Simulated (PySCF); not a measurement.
Q: Write a Z-matrix for `C=CNC(C)=O` (N-vinylacetamide) as optimised with PBE0-D3(BJ)/def2-SVP.

A: 
Z-matrix in Å and degrees, rows numbered from 1:
```
C 
C   1  1.3368
N   2  1.3856  1  125.26
C   3  1.3788  2  122.92  1   179.83
C   4  1.5101  3  114.26  2   179.91
O   4  1.2104  3  122.25  2     0.05
H   1  1.0941  2  122.27  3    -0.06
H   1  1.0901  2  120.02  3   179.96
H   2  1.0931  1  122.69  3  -179.98
H   3  1.0126  2  118.38  1    -0.07
H   5  1.0955  4  108.66  3   178.53
H   5  1.1013  4  110.77  3   -61.48
H   5  1.1011  4  110.98  3    58.28
```

N3 (amide nitrogen) is planar (angles 122.9°, 118.7° and 118.4°, sum 360.0°, 0.00 Å off the plane of its three neighbours). The 6 heavy atoms lie in one plane (0.001 Å rms). Of the pairs four or more bonds apart, O6···H9 is among the closest relative to their van der Waals radii: 2.39 Å, 88 % of the sum of Bondi's values. The C–C distances run from 1.337 Å (C1=C2, drawn double) to 1.510 Å (C4–C5, drawn single), a spread of 0.173 Å.

Theory: PBE0-D3(BJ)/def2-SVP geometry optimisation, gas phase in PySCF.

No frequency check. One conformer, not necessarily the lowest (C1–C2–N3–C4 180°, C2–N3–C4–C5 180°).
